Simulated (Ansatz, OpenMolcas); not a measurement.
## From OpenMolcas to Ansatz

This OpenMolcas 26.06 job computes PF3 (phosphorus trifluoride):

coord.xyz:
```
4

F      1.598813     0.347917     1.803715
P      0.466913     1.325717     1.321515
F     -1.061900    -0.696500    -0.536900
F      1.289413     2.056317     0.199215
```

mol.input:
```
&GATEWAY
  BasLib=$CurrDir
  Coord=coord.xyz
  Basis=STO-3G
  Group=NoSym

&SEWARD

&SCF
  Thresholds=1e-10 1e-07 1e-07 1e-05
  PrOrbitals=1 1
```

```bash
$ export MOLCAS_MEM=1860
$ pymolcas mol.input > mol.log
```

(Basis files named in the input come from the Basis Set Exchange and aren't shown.)

The P2–F3 distance was set to 3.143 Å, away from the relaxed value.

A bond is far stretched, where a restricted reference may be unsound.

It gives a total energy of -630.712187 Eh.

How is this level of theory, on these atoms, set up in Ansatz 0.2.0 as an input file of the program's own?

This input was run:

run.yaml:
```yaml
crystal:
  periodic: [false, false, false]
  atoms:
    - {symbol: F, position_ang: [1.598813, 0.347917, 1.803715]}
    - {symbol: P, position_ang: [0.466913, 1.325717, 1.321515]}
    - {symbol: F, position_ang: [-1.061900, -0.696500, -0.536900]}
    - {symbol: F, position_ang: [1.289413, 2.056317, 0.199215]}
basis:
  gaussian: {orbitals: STO-3G}
hamiltonian: {xc: hf}
accuracy: high
```

```bash
$ ansatz run run.yaml --threads 1 --pin off --max-ram 2610MiB --events-out events.jsonl --progress --plain --runs-dir runs
```

Its energy is -630.712187 Eh, 0.000 mEh from the first.
